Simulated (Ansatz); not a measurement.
The input, for Ansatz 0.2.0:

```yaml
crystal:
  periodic: [false, false, false]
  atoms:
    - {symbol: B, position_ang: [0.000000, 0.000000, 0.000000]}
    - {symbol: Al, position_ang: [0.000000, 0.000000, 2.080524]}
basis:
  gaussian: {orbitals: cc-pVDZ}
magnetization: {spin_polarized: true, initial_magnetization: 0}
hamiltonian: {xc: hf}
scf: {lower_state_search: off}
output: {forces: true, orbitals: {seedname: orbitals}}
```

```sh
$ ansatz run in.yaml --threads 1 --pin off --events-out ev --progress --plain --max-ram 2176MiB
```

Output:

```
these checks for a lower state are left out or cut short: stability, starts, cluster_reference, orbital_swaps, neighbouring_geometries, increment
315 factors; integrals over basis functions are off by at most 8.3e-4 eV
mean field evaluation 1: about -7248.2503 eV, gradient 3.0e0 eV
mean field evaluation 2: about -7248.2883 eV, gradient 3.1e0 eV
mean field evaluation 4: about -7248.5111 eV, gradient 7.7e-1 eV
mean field evaluation 8: about -7248.5460 eV, gradient 2.4e-1 eV
mean field -7248.55102345 eV, -266.3793368675 hartree, gradient 1.7e-6 eV, S^2 0.000000; 0 other end points of the search recorded, 0 dependent functions left out
the calculation of the forces begins
reference -7248.55102345 eV, -266.3793368675 hartree; 9, 9 occupied and 23, 23 virtual orbitals, 315 factors
Total energy: -7248.55102345 eV, -266.3793368675 hartree
Atom 0 at     0.000000     0.000000     0.000000 Å, force     0.000000     0.000000    -0.583791 eV/Å
Atom 1 at     0.000000     0.000000     2.080524 Å, force    -0.000000     0.000000     0.583791 eV/Å
Dipole moment:     0.000000    -0.000000     0.262114 e Å
Checks for a lower state left out: stability, starts, cluster_reference, orbital_swaps, neighbouring_geometries, increment
```

Forces (eV/Å):
```
B    0.000  0.000 -0.584
Al   0.000  0.000  0.584
```

Ran on 1 thread of Arm Neoverse V1, shared host: 0.21 s wall, 0.14 GiB peak host memory.
